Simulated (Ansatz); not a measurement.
We consider solid iodine, described by r²SCAN (Ansatz, a quantum-chemistry and plane-wave program, PAW).

Settings: plane-wave cutoff 500 eV, 6×6×4 k mesh (along the axes of the cell as run), gaussian smearing 0.02 eV, scalar-relativistic PAW data made under PBE.

Computed at the level's own relaxed cell.

Task: What does this level give for the volume per atom, lattice parameter a, lattice parameter b and c axis length?

Result: 
* **volume per atom**: 44.19 Å³/atom
* **lattice parameter a**: 7.735 Å
* **lattice parameter b**: 4.636 Å
* **c axis length**: 9.858 Å

Note: the cell comes from a level without a dispersion term, which matters for the spacing of layers, chains or molecules.

Spin–orbit coupling is not included.
